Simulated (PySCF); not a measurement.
# LiClF−, a complex of two parts: interaction energy

The task here is to estimate one member of a computed series from the others.

Computed with PySCF 2.14.0; each step states its level. No surroundings beyond the atoms listed, unless a continuum is named. Atoms count from 0, parts from 1.

### The system as given

3 atoms, charge -1, multiplicity 1; geometry: GFN2-xTB. Parts: 1 = atoms 0–1, `[Li][Cl]`, charge 0; 2 = atom 2, `[F-]`, charge -1.

The first run:

The job: settings as JSON, then the geometry in Å.

```
{"job": {"xc": "PBE0", "basis": "def2-TZVPD", "d3": "d3bj", "grid": 3, "kind": "geom", "shake": 0.01}, "charge": -1, "multiplicity": 1, "parts": [{"atoms": "0-1", "charge": 0, "multiplicity": 1}, {"atoms": "2-2", "charge": -1, "multiplicity": 1}]}
Li     0.594121     0.157554    -0.992103
Cl    -0.480715     0.094431     0.886861
F      1.326979     0.243349    -2.395244
```

Started as:

```console
$ OMP_NUM_THREADS=1 python cluster_run.py task.json out
```

This one command runs all jobs of the session in turn.

Steps of the session up to this table: Geometry optimisation at PBE0-D3(BJ)/def2-TZVPD; Coupled-cluster interaction energy: CCSD(T) and MP2, 1.66 Å; Coupled-cluster interaction energy: CCSD(T) and MP2, 1.74 Å; Coupled-cluster interaction energy: CCSD(T) and MP2, 1.82 Å; Coupled-cluster interaction energy: CCSD(T) and MP2, 1.57 Å; Coupled-cluster interaction energy: CCSD(T) and MP2, 2.07 Å; Coupled-cluster interaction energy: CCSD(T) and MP2, 1.49 Å; Coupled-cluster interaction energy: CCSD(T) and MP2, 2.48 Å; Coupled-cluster interaction energy: CCSD(T) and MP2, 3.31 Å.

One of the session's tables, all rows but one given; the rest of the session is left out.

It belongs to the step «Coupled-cluster interaction energy: CCSD(T) and MP2, 3.31 Å». 

| method | interaction energy (kcal/mol) |
| --- | --- |
| HF/aug-cc-pVDZ | -35.41 |
| MP2/aug-cc-pVDZ | -35.45 |
| CCSD/aug-cc-pVDZ | -35.39 |
| CCSD(T)/aug-cc-pVDZ | -35.41 |
| HF/aug-cc-pVQZ | ? |
| MP2/aug-cc-pVQZ | -35.27 |
| SCS-MP2/aug-cc-pVQZ | -35.24 |
| MP2, extrapolated | -35.27 |
| CCSD(T), limit estimate | -35.24 |

Estimate the missing values for HF/aug-cc-pVQZ.

The run gave: interaction energy (kcal/mol): -35.25. In the column «interaction energy (kcal/mol)» it lies between MP2, extrapolated (-35.27) and SCS-MP2/aug-cc-pVQZ (-35.24).
